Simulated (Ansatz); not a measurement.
# LiH2− (singlet): wave-function methods side by side at angle H2–Li1–H3 = 180.0°, aug-cc-pVTZ

An exercise on one series of results from a longer session: the logs are not shown, and one member is left open.

The runs use Ansatz 0.2.0, Gaussian basis; aug-cc-pVTZ, core rule «outside noble gas», up to 1 orbitals frozen.

Plan: UHF; CCSD(T) on RHF; BCCD(T) on RHF; CCSDT(Q) on RHF; Full CI.

19 further runs of the same task are left out: 7 for a known fault of the program, 8 that didn't finish, 4 set aside as unsound or not needed. Runs told in other sessions of the task aren't counted.

## The system

The geometry derives from a PBE0/def2-TZVPD stationary point (not a proven minimum). One angle is set to the value named; bond lengths are kept.

3 atoms, charge -1, spin multiplicity 1.

Atoms are counted from 1 here; the program's logs count them from 0.

Bond lengths: Li1–H2 1.733 Å, Li1–H3 1.733 Å. Angles: H2–Li1–H3 180.0°.

The first run:

Input file in.yaml:

```yaml
crystal:
  periodic: [false, false, false]
  atoms:
    - {symbol: Li, position_ang: [0.000000, 0.000000, 0.000000]}
    - {symbol: H, position_ang: [0.000000, 0.000000, -1.732720]}
    - {symbol: H, position_ang: [0.000000, 0.000000, 1.732720]}
basis:
  gaussian: {orbitals: aug-cc-pVTZ}
total_charge: -1
magnetization: {spin_polarized: true, initial_magnetization: 0}
hamiltonian: {xc: hf}
output: {orbitals: {seedname: orbitals}}
```

The run is started by

```bash
$ ansatz run in.yaml --threads 1 --pin off --events-out ev --progress --plain --max-ram 2393MiB
```

Among the steps run: UHF; CCSD(T) on RHF; BCCD(T) on RHF; CCSDT(Q) on RHF; Full CI.

One of the session's tables, all rows but one given; the rest of the session is left out.

It belongs to the step «Misses and costs». 

```
   method  from FCI (meV)
      RHF         +2007.2
     RMP2          +452.9
    RCCSD           +11.9
 RCCSD(T)            +3.6
  BCCD(T)            +3.5
   RCCSDT            +0.4
RCCSDT(Q)               ?
      FCI               0
```

**Question.** Estimate the row for RCCSDT(Q).

**Answer.** from FCI (meV): +0.1. In the column «from FCI (meV)» it lies between FCI (0) and RCCSDT (+0.4).
